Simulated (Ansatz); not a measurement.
Breaking a bond in [SiPH4]− (SMILES [SiH2-]P)

[SiPH4]− has 6 atoms, charge -1, and is taken as a singlet. As SMILES, `[SiH2-]P`. Geometry: relaxed at GFN2-xTB. This is one conformer, not always the lowest.

```xyz
6

Si    0.3577   -1.0198   -0.1326
P    -0.3552    1.0714    0.1326
H    -0.3871   -1.6006    1.0369
H    -0.6421   -1.4081   -1.1859
H     0.4074    1.5654   -0.8998
H     0.6193    1.3917    1.0488
```

The P2–H5 distance is scanned; the parts on either side stay rigid. Basis STO-3G, 10 core orbitals frozen in the correlated methods; program Ansatz 0.2.0. FCI is exact within this basis and core. Energies in eV from each method's value at 1.375 Å; methods without a U are spin-restricted. The set has no diffuse functions, which an anion needs. The shape above is that at 1.375 Å.

| distance (Å) | HF | revPBE | B3LYP | BHLYP | HSE06 | B2PLYP | CCSD |
| --- | --- | --- | --- | --- | --- | --- | --- |
| 1.375 | 0.00 | 0.00 | 0.00 | 0.00 | 0.00 | 0.00 | 0.00 |
| 1.719 | 1.15 | 0.61 | 0.75 | 0.94 | 0.82 | 0.83 | 0.74 |
| 2.063 | 3.22 | 1.94 | 2.25 | 2.71 | 2.41 | 2.44 | 2.21 |
| 2.751 | 6.56 | 3.77 | 4.42 | 5.40 | 4.70 | 4.63 | 4.01 |
| 3.438 | 8.10 | 4.51 | 5.34 | 6.57 | 5.65 | 5.16 | 4.39 |

(1) Estimate the FCI curve, and say how far off each method is.

Results:

(1) 
```tsv
distance (Å)	FCI
1.375	0.00
1.719	0.74
2.063	2.19
2.751	3.92
3.438	4.27
```

Departure from the FCI curve at its largest: HF +3.84 eV at 3.44 Å; revPBE -0.25 eV at 2.06 Å; B3LYP +1.07 eV at 3.44 Å; BHLYP +2.30 eV at 3.44 Å; HSE06 +1.38 eV at 3.44 Å; B2PLYP +0.89 eV at 3.44 Å; CCSD +0.12 eV at 3.44 Å. Restricted functionals keep the electrons paired too, and rise too high. Restricted Hartree–Fock keeps the electrons paired, so it rises far too high as the bond breaks.
